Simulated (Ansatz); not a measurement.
Reaction: CH5BS (SMILES S(C)B) → BH2S (SMILES B[S], doublet) + CH3 (SMILES [CH3], doublet) (the C-S bond breaks)
Each species at its own B3LYP-D3(BJ)/def2-TZVP minimum (Ansatz, a first-principles code).

Wanted: bond dissociation energy (electronic), in kJ/mol. UHF or UKS for unpaired electrons; spin-orbit terms are left out. CBS(X,Y): correlation extrapolated as X^-3, Hartree-Fock from the larger set. A bracket is a step between two methods taken in the basis named. Functionals run without relativity, which enters their misses. Double hybrids freeze cores in their MP2 part. 'core' is core correlation in cc-pwCVTZ (1s frozen past Ne), 'X2C' scalar relativity in cc-pVTZ-DK, both at CCSD(T).

CCSD(T)/CBS(cc-pV(T+d)Z,cc-pV(Q+d)Z) + [CCSDT(Q) - CCSD(T)]/cc-pV(D+d)Z + core + X2C (Ansatz) gives 315.4 kJ/mol.

Problem. How far off this value is PBE/def2-TZVPD (Ansatz), in which direction, and which of these levels come nearer: B3LYP/def2-TZVPD, PBE0/def2-TZVPD, wB97M-V/def2-TZVPD, B2PLYP/def2-TZVPD, CCSD(T)/CBS(cc-pV(T+d)Z,cc-pV(Q+d)Z) + core + X2C?

Solution. PBE gives 304.6 kJ/mol, 10.8 kJ/mol below it. Differences of the others: B3LYP/def2-TZVPD (Ansatz) -32.8; PBE0/def2-TZVPD (Ansatz) -13.5; wB97M-V/def2-TZVPD (Ansatz) 0.0; B2PLYP/def2-TZVPD (Ansatz) -19.0; CCSD(T)/CBS(cc-pV(T+d)Z,cc-pV(Q+d)Z) + core + X2C (Ansatz) 0.5 kJ/mol. Nearer than PBE: wB97M-V/def2-TZVPD, CCSD(T)/CBS(cc-pV(T+d)Z,cc-pV(Q+d)Z) + core + X2C.
